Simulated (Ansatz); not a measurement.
The input, for Ansatz 0.2.0:

```yaml
crystal:
  periodic: [false, false, false]
  atoms:
    - {symbol: B, position_ang: [-0.015433, -0.009008, 1.812040]}
    - {symbol: Ge, position_ang: [-0.016266, -0.025151, -0.074013]}
    - {symbol: O, position_ang: [0.031698, 0.034159, -1.738027]}
basis:
  gaussian: {orbitals: 6-31G}
magnetization: {spin_polarized: false, initial_magnetization: 3}
hamiltonian: {pseudopotentials: {relativity: scalar}}
correlation: {method: ccsdt, electrons: outside_noble_gas, diis_vectors: 1}
```

```sh
$ ansatz run in.yaml --threads 1 --pin off --events-out ev --progress --plain --max-ram 2393MiB
```

Log:

```
811 factors; integrals over basis functions are off by at most 6.7e-8 eV
mean field evaluation 1: about -59633.5155 eV, gradient 4.4e1 eV
mean field evaluation 2: about -59633.6076 eV, gradient 4.5e1 eV
mean field evaluation 4: about -59638.2324 eV, gradient 2.4e1 eV
mean field evaluation 8: about -59641.4180 eV, gradient 1.2e0 eV
mean field evaluation 16: about -59641.4618 eV, gradient 2.6e-4 eV
mean field evaluation 32: about -59630.8729 eV, gradient 3.2e1 eV
mean field evaluation 64: about -59638.7096 eV, gradient 2.4e-4 eV
mean field evaluation 96: about -59639.4586 eV, gradient 8.2e-4 eV
mean field evaluation 128: about -59639.4587 eV, gradient 2.3e-10 eV
mean field evaluation 160: about -59638.7174 eV, gradient 1.4e1 eV
...
cycle  56  -6.67852163 eV  change   -3.1e-6 eV  update   2.1e-6
cycle  57  -6.67851927 eV  change    2.4e-6 eV  update   2.0e-6
cycle  58  -6.67852151 eV  change   -2.2e-6 eV  update   1.6e-6
cycle  59  -6.67852119 eV  change    3.2e-7 eV  update   1.3e-6
cycle  60  -6.67852296 eV  change   -1.8e-6 eV  update   1.1e-6
cycle  61  -6.67852170 eV  change    1.3e-6 eV  update   1.1e-6
cycle  62  -6.67852272 eV  change   -1.0e-6 eV  update   8.4e-7
cycle  63  -6.67852251 eV  change    2.2e-7 eV  update   7.1e-7
cycle  64  -6.67852354 eV  change   -1.0e-6 eV  update   6.0e-7
cycle  65  -6.67852295 eV  change    5.9e-7 eV  update   5.8e-7
Total energy: -59648.14030875 eV, -2192.0287253848 hartree
Relativity: scalar
```

Ran on 1 thread of Arm Neoverse V2, shared host: 48 s wall, 0.17 GiB peak host memory.
